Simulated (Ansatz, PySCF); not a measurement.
Bond stretch in NH, triplet.

- UMP2 = MP2 on UHF/cc-pVTZ, frozen core in Ansatz (a program for electronic structure)
- UKS-B3LYP/6-31G* = unrestricted B3LYP/6-31G*, spherical d (PySCF)
- ROCCSDT(Q) = Ansatz with CCSDT(Q)/B on ROHF/cc-pVTZ, frozen core

Total energies in hartree (comparable only within one method and basis):

```tsv
R / Å	UMP2	UKS-B3LYP/6-31G*	ROCCSDT(Q)
0.84	-55.07659	-55.17047	-55.09796
0.90	-55.10112	-55.19702	-55.12295
0.92	-55.10642	-55.20291	-55.12841
0.99	-55.11662	-55.21495	-55.13928
1.00	-55.11722	-55.21579	-55.13998
1.04	-55.11792	-55.21744	-55.14115
1.08	-55.11639	-55.21685	-55.14014
1.10	-55.11496	-55.21588	-55.13899
1.15	-55.10981	-55.21192	-55.13466
1.20	-55.10292	-55.20629	-55.12877
1.29	-55.08720	-55.19358	-55.11586
1.43	-55.05559	-55.17102	-55.09383
1.54	-55.03389	-55.15334	-55.07730
1.73	-55.01286	-55.12712	-55.05343
1.88	-55.00516	-55.11243	-55.03972
2.09	-55.00022	-55.09961	—
2.29	-54.99827	-55.09280	—
2.56	-54.99723	-55.08797	—
2.86	-54.99680	-55.08543	—
3.14	-54.99664	-55.08429	—
3.69	-54.99651	-55.08340	—
4.19	-54.99647	-55.08319	—
```

Dashes: no converged value, or the column stops at the first point that the program doubted or that broke a chosen test of continuity, which isn't proof of a fault.

The unrestricted determinant behind UMP2 is spin-contaminated at 1.43 to 4.19 Å (<S²> up to 3.0, against 2.00 for a pure triplet). The unrestricted determinant behind UKS-B3LYP/6-31G* is spin-contaminated at 1.73 to 4.19 Å (<S²> up to 3.0, against 2.00 for a pure triplet). The T1 diagnostic of CCSD on the restricted reference of ROCCSDT(Q) exceeds 0.045 at 1.73 to 2.09 Å.
